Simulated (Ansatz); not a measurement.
# N₂H₃+ (triplet): the correlation ladder, def2-QZVPP

An exercise on one series of results from a longer session: the logs are not shown, and one member is left open.

The runs use Ansatz 0.2.0, Gaussian basis; def2-QZVPP, core rule «outside noble gas», up to 2 orbitals frozen.

To be run: UHF; ROHF; CCSD(T) on UHF.

2 further runs of the same task are left out: 2 set aside as unsound or not needed.

### What is computed

The geometry is a PBE0/def2-TZVP stationary point (not a proven minimum) of the parent state, kept for this charge and spin.

5 atoms, charge 1, spin multiplicity 3.

Atoms are counted from 1 here; the program's logs count them from 0.

Bond lengths: N1–N2 1.338 Å, N1–H3 1.012 Å, N1–H4 1.007 Å, N2–H5 1.021 Å. Angles: N2–N1–H3 120.9°, N2–N1–H4 113.9°, H3–N1–H4 114.6°, N1–N2–H5 106.1°.

As a file:

```xyz
5

N    -0.06028   -0.05308    0.62202
N     0.03412    0.12286   -0.70092
H     0.21333   -0.92771    1.05045
H     0.16655    0.76749    1.16067
H    -0.01635   -0.80945   -1.11467
```

The first run:

in.yaml

```yaml
crystal:
  periodic: [false, false, false]
  atoms:
    - {symbol: N, position_ang: [-0.060277, -0.053084, 0.622021]}
    - {symbol: N, position_ang: [0.034117, 0.122863, -0.700923]}
    - {symbol: H, position_ang: [0.213328, -0.927712, 1.050447]}
    - {symbol: H, position_ang: [0.166554, 0.767486, 1.160673]}
    - {symbol: H, position_ang: [-0.016346, -0.809450, -1.114669]}
basis:
  gaussian: {orbitals: "def2-QZVPP.json"}
total_charge: 1
magnetization: {spin_polarized: true, initial_magnetization: 2}
hamiltonian: {xc: hf}
output: {orbitals: {seedname: orbitals}}
```

Launch:

```
ansatz run in.yaml --threads 1 --pin off --events-out ev --progress --plain --max-ram 2393MiB
```

Among the steps run: UHF; ROHF; CCSD(T) on UHF.

One of the session's tables, all rows but one given; the rest of the session is left out.

It belongs to the step «Misses and costs». 

```
  method  from UCCSD(T) (meV)
    ROHF             +11591.4
     UHF             +11279.2
    UMP2               +959.0
   UCCSD                    ?
UCCSD(T)                    0
```

Q: Estimate the row for UCCSD from the others.

As computed: from UCCSD(T) (meV): +425.2. In the column «from UCCSD(T) (meV)» it lies between UCCSD(T) (0) and UMP2 (+959.0).
